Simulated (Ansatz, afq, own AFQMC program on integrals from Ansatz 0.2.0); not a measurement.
Si3PH8, doublet: AFQMC among the cluster methods

```json
{"atom": "Si", "x (Å)": "-1.2097", "y (Å)": "1.4544", "z (Å)": "-0.4281"}
{"atom": "P", "x (Å)": "0.6659", "y (Å)": "0.3085", "z (Å)": "-0.9065"}
{"atom": "Si", "x (Å)": "1.5682", "y (Å)": "0.3204", "z (Å)": "1.1726"}
{"atom": "Si", "x (Å)": "-0.2425", "y (Å)": "-1.7640", "z (Å)": "-0.8431"}
{"atom": "H", "x (Å)": "-1.8728", "y (Å)": "1.0922", "z (Å)": "0.8679"}
{"atom": "H", "x (Å)": "-0.9583", "y (Å)": "2.9272", "z (Å)": "-0.4892"}
{"atom": "H", "x (Å)": "0.6166", "y (Å)": "-0.1458", "z (Å)": "2.2291"}
{"atom": "H", "x (Å)": "2.7666", "y (Å)": "-0.5742", "z (Å)": "1.1711"}
{"atom": "H", "x (Å)": "1.9941", "y (Å)": "1.7188", "z (Å)": "1.4764"}
{"atom": "H", "x (Å)": "0.8765", "y (Å)": "-2.7524", "z (Å)": "-0.7872"}
{"atom": "H", "x (Å)": "-1.1396", "y (Å)": "-1.9795", "z (Å)": "0.3355"}
{"atom": "H", "x (Å)": "-1.0252", "y (Å)": "-1.9653", "z (Å)": "-2.0982"}
```

Basis def2-TZVP. Noble-gas cores (and the filled d shells of Ga–Kr and In–Xe) are frozen. Integrals, coupled cluster, full CI and functionals: Ansatz 0.2.0; the random walks run on the same integrals in our own AFQMC program. The CISD trial takes its coefficients from CCSD amplitudes. Released means that phaseless walkers are propagated on without the constraint, phases kept. ± is one standard error of the sampling.

Determinant: UHF, the one that the program's search chose, which needn't be the lowest solution. The geometry is a PBE0/def2-SVP stationary point of this or a neighbouring charge and spin state.

No full CI on the walks' own integrals is used here. The released AFQMC energy serves as the reference, which it does only where one determinant dominates, the energy is flat over the last release times and near the phaseless one (40 meV or 2 meV an electron, half that with transition metals). On small molecules, where full CI could be run and the noise was under 10 meV, such values lay within 10 meV of it in 19 cases of 20, a flattering rate, since the rule was set on those same cases; what remains of the bias isn't in the error bar.

Cautions: the released value is read at 0.90 1/Eh with a noise of 29 meV, more than in the cases checked (meV from the phaseless value at times in 1/Eh: -18 ± 19 at 0.21, -50 ± 18 at 0.42, -44 ± 33 at 0.63, -22 ± 29 at 0.90).

The T1 diagnostic is 0.0157. The weight of the determinant in the CISD state is 0.746 and the ⟨S²⟩ of the determinant is 0.757. The size of the correlated space is 25 electrons in 176 orbitals.

```
  level  correlation energy (eV)
    MP2                 -13.3656
   CCSD                 -15.5355
CCSD(T)                 -16.1863
```

Problem. Estimate where phaseless AFQMC with a CISD trial lies against CCSD(T) on the same integrals.

Solution. 64.3 ± 17.9 meV below CCSD(T).

Reference: AFQMC with the constraint released, correlation energy -16.273 ± 0.029 eV.

```csv
level,E − E(reference) (meV),share of correlation (%)
CCSD(T),86.4 ± 29.2,99.47
ph-AFQMC/CISD,22.0 ± 34.3,99.86
```

Released energies are given only where the last usable release times agree within the noise; a slower fall can still hide under it.
